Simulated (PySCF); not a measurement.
PySCF input (PBE/def2-QZVPPD):

```python
import numpy as np, basis_set_exchange as bse
from pyscf import gto, scf, dft, df, tdscf

basis = {'C': gto.basis.parse(bse.get_basis('def2-QZVPPD', elements=['C'], fmt='nwchem')), 'H': gto.basis.parse(bse.get_basis('def2-QZVPPD', elements=['H'], fmt='nwchem')), 'N': gto.basis.parse(bse.get_basis('def2-QZVPPD', elements=['N'], fmt='nwchem'))}
mol = gto.M(
    atom='''
    C    -0.00000000   -0.00000000   -0.73641303
    N     0.00000000    0.00000000    0.42763309
    H     0.00000000    0.00000000    1.42504654
    ''',
    basis=basis,
    charge=0,
    verbose=4,
    max_memory=2160,
)
mf = dft.RKS(mol, xc='pbe')
mf.grids.level = 3
mf = mf.density_fit(auxbasis=df.autoaux(mol))
mf.conv_tol = 1e-9
mf.max_cycle = 100
print('smallest overlap eigenvalue', np.linalg.eigvalsh(mol.intor('int1e_ovlp'))[0])
mf.kernel()
dip = mf.dip_moment()
td = tdscf.TDA(mf)
td.nstates = 4
td.kernel()
td.analyze()
osc = td.oscillator_strength()
```

Output:

```
PySCF version 2.14.0

[INPUT] verbose = 4
[INPUT] num. atoms = 3
[INPUT] num. electrons = 14
[INPUT] charge = 0
[INPUT] spin (= nelec alpha-beta = 2S) = 0
[INPUT] symmetry False subgroup None
[INPUT] Mole.unit = angstrom
[INPUT] Symbol           X                Y                Z      unit          X                Y                Z       unit  Magmom
[INPUT]  1 C      0.000000000000   0.000000000000  -0.736413030000 AA    0.000000000000   0.000000000000  -1.391618941261 Bohr   0.0
[INPUT]  2 N      0.000000000000   0.000000000000   0.427633090000 AA    0.000000000000   0.000000000000   0.808109421901 Bohr   0.0
[INPUT]  3 H      0.000000000000   0.000000000000   1.425046540000 AA    0.000000000000   0.000000000000   2.692947675359 Bohr   0.0

nuclear repulsion = 24.2760571793619
number of shells = 49
number of NR pGTOs = 202
number of NR cGTOs = 159
basis = {'C': [[0, [67025.071029, 3.8736308501e-05], [10039.986538, 0.00030107917575], [2284.9316911, 0.0015787918095], [647.1412213, 0.0066087087195], [211.09472335, 0.02336712325], [76.177643862, 0.070420716898], [29.633839163, 0.17360344953], [12.187785081, 0.32292305648]], [0, [53.026006299, 0.074897404492], [15.258502776, 0.76136220983]], [0, [5.2403957464, 1.0]], [0, [2.2905022379, 1.0]], [0, [0.69673283006, 1.0]], [0, [0.27599337363, 1.0]], [0, [0.10739884389, 1.0]], [0, [0.044981404899, 1.0]], [1, [105.12555082, 0.00084647553844], [24.884461066, 0.0066274038534], [7.8637230826, 0.030120390419], [2.8407001835, 0.099951435476], [1.1227137335, 0.23826299282]], [1, [0.46050725555, 1.0]], [1, [0.18937530913, 1.0]], [1, [0.075983791611, 1.0]], [2, [1.848, 1.0]], [2, [0.649, 1.0]], [2, [0.228, 1.0]], [2, [0.076889830417, 1.0]], [3, [1.419, 1.0]], [3, [0.485, 1.0]], [4, [1.011, 1.0]]], 'H': [[0, [190.69169, 0.00070815167], [28.605532, 0.0054678827], [6.5095943, 0.027966605], [1.8412455, 0.10764538]], [0, [0.59853725, 1.0]], [0, [0.21397624, 1.0]], [0, [0.080316286, 1.0]], [1, [2.292, 1.0]], [1, [0.838, 1.0]], [1, [0.292, 1.0]], [1, [0.084063199228, 1.0]], [2, [2.062, 1.0]], [2, [0.662, 1.0]], [3, [1.397, 1.0]]], 'N': [[0, [90726.88921, 3.9257887368e-05], [13590.528801, 0.00030513316455], [3092.9883781, 0.0016000560446], [875.99876362, 0.0066982937306], [285.74469982, 0.023690078765], [103.11913417, 0.071455405268], [40.128556777, 0.17632774876], [16.528095704, 0.32677592815]], [0, [69.390960983, 0.080052094386], [20.428200596, 0.78268063538]], [0, [7.1292587972, 1.0]], [0, [3.1324304893, 1.0]], [0, [0.98755778723, 1.0]], [0, [0.38765721307, 1.0]], [0, [0.14909883075, 1.0]], [0, [0.062151630318, 1.0]], [1, [150.0574267, -0.00086216165986], [35.491599483, -0.0068571273236], [11.247864223, -0.031795688855], [4.0900305195, -0.10537396822], [1.6220573146, -0.24519708041]], [1, [0.6644226153, 1.0]], [1, [0.2709977007, 1.0]], [1, [0.10688749984, 1.0]], [2, [2.837, 1.0]], [2, [0.968, 1.0]], [2, [0.335, 1.0]], [2, [0.1082528001, 1.0]], [3, [2.027, 1.0]], [3, [0.685, 1.0]], [4, [1.427, 1.0]]]}
ecp = {}
ETB for H: l = 0, exps = 0.160632572 * 1.8^n , n = 0..11
ETB for H: l = 1, exps = 0.164379485228 * 2^n , n = 0..5
ETB for H: l = 2, exps = 0.168126398456 * 2.2^n , n = 0..5
ETB for H: l = 3, exps = 0.746063199228 * 2.2^n , n = 0..3
ETB for H: l = 4, exps = 1.324 * 2.2^n , n = 0..2
ETB for N: l = 0, exps = 0.124303260636 * 1.8^n , n = 0..16
ETB for N: l = 1, exps = 0.16903913015799998 * 1.8^n , n = 0..13
ETB for N: l = 2, exps = 0.17040443041800002 * 1.8^n , n = 0..12
ETB for N: l = 3, exps = 0.21514029994 * 2.2^n , n = 0..7
ETB for N: l = 4, exps = 0.2165056002 * 2.2^n , n = 0..7
ETB for N: l = 5, exps = 0.7932528001000001 * 2.3^n , n = 0..3
ETB for C: l = 0, exps = 0.089962809798 * 1.8^n , n = 0..16
ETB for C: l = 1, exps = 0.12096519651 * 1.8^n , n = 0..13
ETB for C: l = 2, exps = 0.121871235316 * 1.8^n , n = 0..12
ETB for C: l = 3, exps = 0.15287362202799998 * 2.2^n , n = 0..7
ETB for C: l = 4, exps = 0.153779660834 * 2.2^n , n = 0..7
ETB for C: l = 5, exps = 0.561889830417 * 2.3^n , n = 0..3
smallest overlap eigenvalue 3.1365531336601665e-05

******** <class 'pyscf.df.df_jk.DFRKS'> ********
method = DFRKS
initial guess = minao
damping factor = 0
level_shift factor = 0
DIIS = <class 'pyscf.scf.diis.CDIIS'>
diis_start_cycle = 1
diis_space = 8
diis_damp = 0
SCF conv_tol = 1e-09
SCF conv_tol_grad = None
SCF max_cycles = 100
direct_scf = False
XC library pyscf.dft.libxc version 7.1.2
    S. Lehtola, C. Steigemann, M. J. T. Oliveira, and M. A. L. Marques,  SoftwareX 7, 1–5 (2018)
XC functionals = pbe
    J. P. Perdew, K. Burke, and M. Ernzerhof,  Phys. Rev. Lett. 77, 3865 (1996)
    J. P. Perdew, K. Burke, and M. Ernzerhof,  Phys. Rev. Lett. 78, 1396 (1997)
    J. P. Perdew, K. Burke, and M. Ernzerhof,  Phys. Rev. Lett. 77, 3865 (1996)
    J. P. Perdew, K. Burke, and M. Ernzerhof,  Phys. Rev. Lett. 78, 1396 (1997)
radial grids:
    Treutler-Ahlrichs [JCP 102, 346 (1995); DOI:10.1063/1.469408] (M4) radial grids

becke partition: Becke, JCP 88, 2547 (1988); DOI:10.1063/1.454033
pruning grids: <function nwchem_prune>
grids dens level: 3
symmetrized grids: False
atomic radii adjust function: <function treutler_atomic_radii_adjust>
small_rho_cutoff = 0
Set gradient conv threshold to 3.16228e-05
Initial guess from minao.
tot grids = 37832
init E= -93.4670518899282
  HOMO = -0.329911731749045  LUMO = -0.0594368401276986  gap/eV = 7.36000
cycle= 1 E= -93.3088351583424  delta_E= 0.158  |g|= 0.299  |ddm|= 1.31
  HOMO = -0.221319471898893  LUMO = -0.0153661801700444  gap/eV = 5.60427
cycle= 2 E= -93.2989772680973  delta_E= 0.00986  |g|= 0.342  |ddm|= 0.502
  HOMO = -0.287456910948015  LUMO = -0.0380043277237992  gap/eV = 6.78795
cycle= 3 E= -93.327135209395  delta_E= -0.0282  |g|= 0.107  |ddm|= 0.285
  HOMO = -0.278108285417272  LUMO = -0.0349960299214053  gap/eV = 6.61542
cycle= 4 E= -93.3289074113453  delta_E= -0.00177  |g|= 0.0582  |ddm|= 0.0654
  HOMO = -0.278452374426243  LUMO = -0.032566496731992  gap/eV = 6.69090
cycle= 5 E= -93.3296221546189  delta_E= -0.000715  |g|= 0.0034  |ddm|= 0.022
  HOMO = -0.278605361169038  LUMO = -0.0328162894067  gap/eV = 6.68826
cycle= 6 E= -93.3296247863329  delta_E= -2.63e-06  |g|= 0.000254  |ddm|= 0.00208
  HOMO = -0.278535722093018  LUMO = -0.032789309334835  gap/eV = 6.68710
cycle= 7 E= -93.3296248023629  delta_E= -1.6e-08  |g|= 5.3e-05  |ddm|= 0.000324
  HOMO = -0.278543801888464  LUMO = -0.0327908307117411  gap/eV = 6.68728
cycle= 8 E= -93.32962480307  delta_E= -7.07e-10  |g|= 3.33e-06  |ddm|= 6.01e-05
  HOMO = -0.27854318958277  LUMO = -0.032790850005011  gap/eV = 6.68726
Extra cycle  E= -93.3296248030544  delta_E= 1.56e-11  |g|= 9.04e-06  |ddm|= 6e-06
converged SCF energy = -93.3296248030544
Dipole moment(X, Y, Z, Debye):  0.00000,  0.00000,  3.11823

******** <class 'pyscf.tdscf.rks.TDA'> for <class 'pyscf.df.df_jk.DFRKS'> ********
nstates = 4 singlet
deg_eia_thresh = 1.000e-03
wfnsym = None
conv_tol = 1e-05
eigh lindep = 1e-12
eigh level_shift = 0
eigh max_cycle = 100
chkfile = tmpl7b4v6sk

Excitation energies (eV)
[7.32773561 8.11991164 8.11991164 8.61161249]

** Singlet excitation energies and oscillator strengths **
Excited State   1:      7.32774 eV    169.20 nm  f=0.0433
       7 -> 10       -0.70061
Excited State   2:      8.11991 eV    152.69 nm  f=0.1016
       7 -> 8        -0.69250
Excited State   3:      8.11991 eV    152.69 nm  f=0.1016
       7 -> 9         0.69250
Excited State   4:      8.61161 eV    143.97 nm  f=0.0570
       7 -> 11       -0.69847

** Transition electric dipole moments (AU) **
state          X           Y           Z        Dip. S.      Osc.
  1         0.0000     -0.0000     -0.4911      0.2412      0.0433
  2        -0.4614     -0.5458      0.0000      0.5108      0.1016
  3         0.5458     -0.4614     -0.0000      0.5108      0.1016
  4         0.0000      0.0000      0.5196      0.2700      0.0570

** Transition velocity dipole moments (imaginary part, AU) **
state          X           Y           Z        Dip. S.      Osc.
  1         0.0000     -0.0000     -0.0980      0.0096      0.0238
  2        -0.0289     -0.0341      0.0000      0.0020      0.0045
  3         0.0341     -0.0289      0.0000      0.0020      0.0045
  4         0.0000      0.0000      0.1635      0.0267      0.0563

** Transition magnetic dipole moments (imaginary part, AU) **
state          X           Y           Z
  1         0.0000     -0.0000     -0.0000
  2         0.9671     -0.8176     -0.0000
  3         0.8176      0.9671     -0.0000
  4        -0.0000      0.0000     -0.0000
```
